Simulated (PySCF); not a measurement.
# How far are cheaper levels from CCSD(T)/CBS for NaB?

PySCF; the state is a triplet (σ ↑, π ↑). The composite is CCSD(T) extrapolated to the basis-set limit from two correlation-consistent sets, with core-valence (CV) and scalar-relativistic (SR) terms as its label shows; it has no spin–orbit coupling and nothing beyond (T). Here it is CCSD(T)/CBS(DT)+CV+SR. It gives Re = 2.484 Å, ωe = 337 cm⁻¹ and De = 0.78 eV to Na + B.

```json
{"level": "UHF-MP2", "basis": "cc-pVDZ", "relativity": "no relativity", "Re (Å)": "2.517", "ωe (cm⁻¹)": "336", "De (eV)": "0.59"}
{"level": "UHF-MP2", "basis": "def2-TZVPP", "relativity": "no relativity", "Re (Å)": "2.461", "ωe (cm⁻¹)": "352", "De (eV)": "0.73"}
{"level": "UHF-SCS-MP2", "basis": "cc-pVDZ", "relativity": "no relativity", "Re (Å)": "2.516", "ωe (cm⁻¹)": "332", "De (eV)": "0.47"}
{"level": "UHF-CCSD", "basis": "def2-TZVPP", "relativity": "no relativity", "Re (Å)": "2.479", "ωe (cm⁻¹)": "332", "De (eV)": "0.68"}
{"level": "PBE", "basis": "def2-TZVPP", "relativity": "no relativity", "Re (Å)": "2.504", "ωe (cm⁻¹)": "315", "De (eV)": "1.06"}
{"level": "PW91", "basis": "def2-TZVPP", "relativity": "no relativity", "Re (Å)": "2.497", "ωe (cm⁻¹)": "319", "De (eV)": "1.09"}
{"level": "r²SCAN", "basis": "def2-SVPD", "relativity": "no relativity", "Re (Å)": "2.503", "ωe (cm⁻¹)": "331", "De (eV)": "1.17"}
{"level": "r²SCAN", "basis": "jorge-DZP-DKH", "relativity": "spin-free X2C", "Re (Å)": "2.506", "ωe (cm⁻¹)": "328", "De (eV)": "1.09"}
{"level": "PBE0", "basis": "def2-SVPD", "relativity": "no relativity", "Re (Å)": "2.487", "ωe (cm⁻¹)": "333", "De (eV)": "1.00"}
{"level": "M06", "basis": "jorge-DZP-DKH", "relativity": "spin-free X2C", "Re (Å)": "2.490", "ωe (cm⁻¹)": "334", "De (eV)": "0.89"}
```

Question: Give the difference of each row from the composite.

Answer: 

```
      level          basis  ΔRe (pm)  Δωe (%)  ΔDe (eV)
    UHF-MP2        cc-pVDZ      +3.3     -0.3     -0.19
    UHF-MP2     def2-TZVPP      -2.3     +4.5     -0.05
UHF-SCS-MP2        cc-pVDZ      +3.2     -1.5     -0.31
   UHF-CCSD     def2-TZVPP      -0.5     -1.5     -0.10
        PBE     def2-TZVPP      +2.0     -6.5     +0.28
       PW91     def2-TZVPP      +1.3     -5.3     +0.31
     r²SCAN      def2-SVPD      +1.9     -1.8     +0.39
     r²SCAN  jorge-DZP-DKH      +2.2     -2.7     +0.31
       PBE0      def2-SVPD      +0.3     -1.2     +0.22
        M06  jorge-DZP-DKH      +0.6     -0.9     +0.11
```

Question: Which rows come closest in De?

Answer: UHF-MP2 in def2-TZVPP (-0.05 eV), counted from the composite.

Correlated steps freeze 2 core orbitals. Correlated levels converge slowly with the basis: in double zeta they bind strong bonds too weakly, by up to about 1 eV, and carry superposition errors of some tenths. The state was picked by a PBE0 search and need not be the measured ground state.
